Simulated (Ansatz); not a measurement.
System (SMILES): Cl[CH]Cl, doublet.
Atoms: C1, Cl2, Cl3, H4. Bonds: C1-Cl2, C1-Cl3, C1-H4.

Basis-set convergence of the optimised C1-Cl2 bond length at PBE with Ansatz (a first-principles code). Cartesian d functions, on some or all atoms, in 6-31G*, 6-31+G*, 6-311+G**; all else is spherical. The program fits the integrals of some runs and decomposes those of others, by size. Open shells are unrestricted. No added dispersion term, no relativity. Reference: the value in pcseg-3, 1.7017 Å, itself unsure by roughly 0.0004 Å (its mean distance from def2-QZVPP, cc-pV(Q+d)Z). Deviations are taken from unrounded values.

```csv
basis,functions,optimised C1-Cl2 bond length (Å),minus reference (Å)
3-21G,37,1.8110,0.1093
6-31G,37,1.7879,0.0862
pcseg-0,37,1.8339,0.1321
6-31G*,55,1.7191,0.0173
def2-SVP,55,1.7149,0.0132
pcseg-1,55,1.7210,0.0193
6-31+G*,67,1.7186,0.0169
def2-SVPD,82,1.7156,0.0138
aug-pcseg-1,86,1.7240,0.0223
6-311+G**,90,1.7182,0.0165
aug-cc-pV(D+d)Z,96,1.7106,0.0089
def2-TZVP,111,1.7037,0.0020
pcseg-2,112,1.7070,0.0052
def2-TZVPD,138,1.7029,0.0012
jun-cc-pV(T+d)Z,149,1.7032,0.0014
aug-pcseg-2,169,1.7055,0.0037
cc-pV(Q+d)Z,213,1.7021,0.0004
pcseg-3,221,1.7017,0.0000
```
